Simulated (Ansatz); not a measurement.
1T (CdI2-type) CdI2 was calculated with rVV10 in Ansatz (plane waves, PAW).

Numerical settings: plane-wave cutoff 520 eV, 12×12×6 k mesh (along the axes of the cell as run), Fermi–Dirac smearing 0.01 eV, scalar-relativistic PAW data made under PBE.

Computed at the level's own relaxed cell.

Give the computed lattice parameter a, bulk modulus, c axis length and volume per atom.


* **lattice parameter a**: 4.312 Å
* **bulk modulus**: 19.7 GPa
* **c axis length**: 6.809 Å
* **volume per atom**: 36.56 Å³/atom

Measured, for comparison: lattice constant a 4.244 Å, lattice parameter c 6.859 Å (temperature not stated, not corrected to a static lattice; as tabulated in de Haan, NBS Special Publication (1969), 233, by the Crystallography Open …). Computed (rounded) less measured: lattice constant a +1.6 %, lattice parameter c -0.7 %. A static lattice is as a rule a little smaller and stiffer than an uncorrected measurement, which narrows the difference in the lattice parameter c and would widen misses of the other sign.

Note: the bulk modulus comes from volumes at which shape and atoms were relaxed.

Spin–orbit coupling is not included.

Computed values are for the static lattice.

It cost around 16 core-minutes (rough) of CPU time.

Ansatz is an electronic-structure program.
